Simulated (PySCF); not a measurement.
Frontier levels across methods

Compound: 1,2,3-trifluoropropane, C3H5F3.
Cartesian coordinates in Å at the PBE0-D3(BJ)/def2-SVP level; atoms count from 1:
```
atom  x, y, z in Å
F1     0.3270    1.7326   -0.8469
C2    -0.4971    0.6478   -0.9874
C3    -0.5188   -0.1732    0.2751
F4    -1.1243    0.5314    1.2892
C5     0.8652   -0.5581    0.7605
F6     1.4659   -1.3486   -0.1835
H7    -0.1311    0.0205   -1.8171
H8    -1.5168    0.9994   -1.2163
H9    -1.1086   -1.0875    0.0785
H10    0.7853   -1.1091    1.7111
H11    1.4650    0.3527    0.9154
```

Basis pcSseg-2 throughout (PySCF), one geometry. The structure is a single PBE0-D3(BJ)/def2-SVP conformer in the gas phase; no vibrational or solvent corrections.

Problem. How do the orbital energies, the gap and the dipole change with the method?

Solution. 
```csv
method,kind,HOMO (eV),LUMO (eV),gap (eV),μ (D),SCF cycles
OPBE,GGA,-7.70,-0.01,7.69,1.43,15
BLYP,GGA,-7.75,-0.12,7.63,1.50,15
PBE,GGA,-7.79,-0.09,7.70,1.48,15
B97-D,GGA,-7.84,0.06,7.90,1.49,14
BP86,GGA,-7.90,0.07,7.97,1.49,14
KT2,GGA,-7.94,-0.04,7.90,1.48,15
LDA,LDA,-7.97,-0.21,7.76,1.54,14
KT3,GGA,-7.97,-0.27,7.70,1.47,16
B97-2,global hybrid,-9.21,0.67,9.88,1.57,13
B3LYP,global hybrid,-9.29,0.31,9.60,1.59,14
PBE0,global hybrid,-9.49,0.64,10.14,1.58,13
mPW1PW91,global hybrid,-9.54,0.59,10.13,1.58,13
CAM-B3LYP,range-separated hybrid,-11.03,1.27,12.30,1.64,13
BHandHLYP,global hybrid,-11.16,1.11,12.27,1.69,12
wB97X-D,range-separated hybrid,-11.42,2.37,13.79,1.60,12
LC-wPBE,range-separated hybrid,-12.30,2.42,14.71,1.64,12
HF,Hartree–Fock,-13.61,2.70,16.31,1.78,10
```

The HOMO spans 5.92 eV, from OPBE down to HF, and the gap runs from 7.63 eV (BLYP) to 16.31 eV (HF). Over the methods OPBE (0 %), BLYP (0 %), PBE (0 %), B97-D (0 %), BP86 (0 %), KT2 (0 %), LDA (0 %), KT3 (0 %), B97-2 (21 %), B3LYP (20 %), PBE0 (25 %), mPW1PW91 (25 %), BHandHLYP (50 %), HF (100 %), a straight line through the gap against the share of exact exchange rises by 0.87 eV for each 10 % (correlation coefficient 0.998). The dipole ranges from 1.43 D (OPBE) to 1.78 D (HF). This basis has no diffuse functions.

The vertical ΔSCF ionisation energy at PBE0/def2-SVPD is 11.85 eV; −ε(HOMO) comes closest to it with wB97X-D (11.42 eV) and LC-wPBE (12.30 eV).
